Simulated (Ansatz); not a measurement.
## HSi–BH⁺, triplet: reading a ladder of total energies

Geometry: that of the HSi–BH, quartet, kept fixed.

```yaml
atoms:
  - { symbol: Si, position_ang: [0.0000, -0.0471, 0.5518] }
  - { symbol: B, position_ang: [0.0000, -0.0605, -1.3633] }
  - { symbol: H, position_ang: [0.0000, 1.1711, 1.4474] }
  - { symbol: H, position_ang: [0.0000, 0.7893, -2.2001] }
```

Basis cc-pVTZ; Ansatz 0.2.0. Correlated methods freeze the noble-gas cores, which leaves 8 electrons in 86 orbitals. Prefix R: restricted or restricted open-shell reference; prefix U: unrestricted.

Full CI isn't at hand for all of this; UCCSDT(Q) serves as the reference, and is uncertain by about the last step of the cluster series.

Runs differ by some tens of microhartree through their thresholds and, for an open shell, their frozen cores, so steps under 0.03 kcal/mol mean nothing.

```json
{"level": "UHF", "total energy (hartree)": "-314.374364"}
{"level": "UMP2", "total energy (hartree)": "-314.516594"}
{"level": "UCCSD", "total energy (hartree)": "-314.549830"}
{"level": "UCCSD(T)", "total energy (hartree)": "-314.556732"}
{"level": "UCCSDT", "total energy (hartree)": "-314.558554"}
{"level": "UCCSDT(Q)", "total energy (hartree)": "-314.558954"}
```

**Question.** What is the correlation energy at UCCSDT(Q), and what share of it do UMP2 and UCCSD(T) recover?

**Answer.** E(corr) = -314.558954 − (-314.374364) = -0.184590 hartree = -5.023 eV. UMP2: -0.142230 / -0.184590 = 77.05 %. UCCSD(T): -0.182368 / -0.184590 = 98.80 %.

**Question.** By how many kcal/mol does UCCSD(T) miss UCCSDT(Q) (1 hartree = 627.509 kcal/mol), and which steps make up the rest?

**Answer.** -314.556732 − (-314.558954) = 0.002222 hartree = 1.39 kcal/mol. Steps: UCCSDT − UCCSD(T) = -1.14, UCCSDT(Q) − UCCSDT = -0.25 kcal/mol. Differences between like states or geometries often cancel part of this.
